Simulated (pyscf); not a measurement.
Four-centre exchange: H₃C–Si(CH₃)(CH₃)–OH + water (H₂O) → methane (CH₄) + H₃C–Si(CH₃)(OH)–OH

Gas phase, singlet surface, charge 0. Bonds broken: C1–Si2, O16–H17. Bonds formed: C1–H17, Si2–O16. Optimised with ωB97X-D3(BJ)/def2-SVP in PySCF.

Transition state (Å):

```xyz
18

C      1.3807    -0.0113     1.0271
Si    -0.4940     0.0116    -0.1910
C     -2.0631    -0.0047     0.8564
C     -0.1882     1.8587    -0.4639
O     -0.4861    -0.4417    -1.8027
H      1.0429     0.7592     1.7342
H      2.0484     0.4332     0.2767
H      1.9907    -0.7257     1.6122
H     -2.6549     0.9078     0.6857
H     -2.6987    -0.8769     0.6344
H     -1.8127    -0.0348     1.9308
H      0.7536     2.0635    -0.9957
H     -0.1965     2.4365     0.4744
H     -1.0117     2.2306    -1.0974
H     -0.5074    -1.4018    -1.8887
O     -0.1669    -1.8995     0.2331
H      0.6719    -1.1032     0.7400
H     -0.7801    -2.2570     0.8882
```

One imaginary mode, 1282i cm⁻¹; descent along it reached the two sides named, in the forms told below.

| bond | change | reactant side (Å) | saddle | product side |
|---|---|---|---|---|
| C1–Si2 | breaks | 1.885 | 2.236 | 4.3 |
| O16–H17 | breaks | 0.965 | 1.263 | 2.491 |
| C1–H17 | forms | 3.3 | 1.333 | 1.099 |
| Si2–O16 | forms | 3.5 | 1.985 | 1.680 |

Electronic energies relative to the separated reactants (kcal/mol):

```csv
level,barrier,reaction energy,reverse barrier
ωB97X-D3(BJ)/def2-TZVP,43.5,-27.4,70.8
PBE/def2-TZVP,37.7,-27.3,65.0
r²SCAN/def2-TZVP,38.8,-29.3,68.0
B3LYP-D3(BJ)/def2-TZVP,43.2,-28.8,71.9
PBE0-D3(BJ)/def2-TZVP,40.3,-26.8,67.1
M06-2X/def2-TZVP,41.6,-29.9,71.5
ωB97M-D3(BJ)/def2-TZVP,42.1,-28.2,70.3
HF/def2-TZVP,66.2,-32.0,98.2
```

With ωB97M-D3(BJ)/def2-TZVP energies and thermal terms (ideal gas, 1 atm, RRHO with modes under 100 cm⁻¹ raised to 100, one conformer, R ln 2 for chiral ones without a mode under 150 cm⁻¹), in kcal/mol:

```csv
T (K),ΔH‡,ΔG‡,ΔH,ΔG
298,40.9,53.1,-28.0,-27.7
600,40.9,65.6,-28.3,-27.2
900,41.5,77.9,-28.5,-26.6
1200,42.3,89.9,-28.6,-25.9
```

On the reactant side the descent ends in a complex (not fully relaxed), 5.9 kcal/mol under the separated species and 49.4 kcal/mol under the saddle at ωB97X-D3(BJ)/def2-TZVP. This is the saddle that the search found; another between the same sides may lie lower.
